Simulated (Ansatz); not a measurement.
Worked example: correlation energy of C$_{2}$H$_{3}$N, singlet

Geometry: MP2(full)/6-31G*, from the G2/97 set.

```yaml
atoms:
  - { symbol: C, position_ang: [0.0000, 0.0000, -1.3002] }
  - { symbol: C, position_ang: [0.0000, 0.0000, 0.1606] }
  - { symbol: N, position_ang: [0.0000, 0.0000, 1.3389] }
  - { symbol: H, position_ang: [0.0000, 1.0250, -1.6756] }
  - { symbol: H, position_ang: [0.8877, -0.5125, -1.6756] }
  - { symbol: H, position_ang: [-0.8877, -0.5125, -1.6756] }
```

Basis 6-31G* (Cartesian d functions); Ansatz 0.2.0. Correlated methods freeze the noble-gas cores, which leaves 16 electrons in 48 orbitals. R marks a restricted (for open shells ROHF) determinant.

Full CI isn't at hand for all of this; RCCSDT(Q) serves as the reference, and is uncertain by about the last step of the cluster series.

Runs differ by some tens of microhartree through their thresholds, so steps under 0.03 kcal/mol mean nothing.

```
    level  total energy (hartree)
      RHF             -131.922479
     RMP2             -132.338236
    RCCSD             -132.356345
 RCCSD(T)             -132.373013
   RCCSDT             -132.373387
RCCSDT(Q)             -132.375057
```

Problem. What is the correlation energy at RCCSDT(Q), and what share of it do RMP2 and RCCSD(T) recover?

Solution. E(corr) = -132.375057 − (-131.922479) = -0.452578 hartree = -12.315 eV. RMP2: -0.415757 / -0.452578 = 91.86 %. RCCSD(T): -0.450534 / -0.452578 = 99.55 %.

Problem. By how many kcal/mol does RCCSD(T) miss RCCSDT(Q) (1 hartree = 627.509 kcal/mol), and which steps make up the rest?

Solution. -132.373013 − (-132.375057) = 0.002044 hartree = 1.28 kcal/mol. Steps: RCCSDT − RCCSD(T) = -0.23, RCCSDT(Q) − RCCSDT = -1.05 kcal/mol. Differences between like states or geometries often cancel part of this.
